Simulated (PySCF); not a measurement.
AlNH6S, singlet: at the start structure of a reaction step.

The script, run.py:

```python
import json, numpy as np
from pyscf import gto, scf, dft, mp, cc
EV, BOHR = 27.211386245988, 0.529177210903
mol = gto.M(atom="""
Al -0.652798 0.228822 -0.667490
S 1.097054 1.443551 -1.348974
H -0.876030 -1.162751 -1.415427
H -1.882869 1.111480 -0.167974
H 0.369409 0.357931 1.688623
N 0.044748 -0.436587 1.145468
H 1.684386 0.423632 -1.995894
H 0.836356 -1.059449 1.017345
H -0.660029 -0.926940 1.688255
""", basis="def2-tzvpp", charge=0, spin=0, max_memory=8670, verbose=0)
def mean_field(mol, dm=None):
    mf = dft.RKS(mol, xc="pbe0").density_fit()
    mf.conv_tol = 1e-9; mf.grids.level = 4
    mf.kernel(dm0=dm)
    if not mf.converged: mf = mf.newton().run(mf.mo_coeff, mf.mo_occ)
    assert mf.converged
    return mf
def d4(mol):
    from pyscf.dispersion.dftd4 import DFTD4Dispersion
    real = gto.M(atom=[(mol.atom_pure_symbol(i), mol.atom_coord(i)) for i in range(9)], unit='B', charge=mol.charge, spin=None, basis='def2-svp', verbose=0)
    r = DFTD4Dispersion(real, xc="pbe0", atm=True).get_dispersion(grad=True); return r["energy"], r["gradient"]
def energy_and_gradient(mol, dm=None):
    mf = mean_field(mol, dm); e, g = d4(mol)
    return mf, (mf.e_tot + e) * EV, (mf.nuc_grad_method().kernel()[:9] + g) * EV / BOHR
out = {}
mf = mean_field(mol); e = d4(mol)[0]
out.update(energy=(mf.e_tot + e) * EV, converged=True, dispersion=e * EV)
out['s2'] = mf.spin_square()[0]; out['nelec'] = mol.nelec
print(f"Total energy {out['energy']:.6f} eV, <S^2> {out['s2']:.4f}")
json.dump(out, open("out.json", "w"), default=float)
```

Command:

```bash
OMP_NUM_THREADS=4 python run.py
```

It printed (PySCF 2.14):

```
Total energy -19014.739681 eV, <S^2> 0.0000
```

Time: 9.6 s of wall clock on 4 CPU threads of an Arm Neoverse V1; the host was shared. Peak host memory: 0.73 GiB.
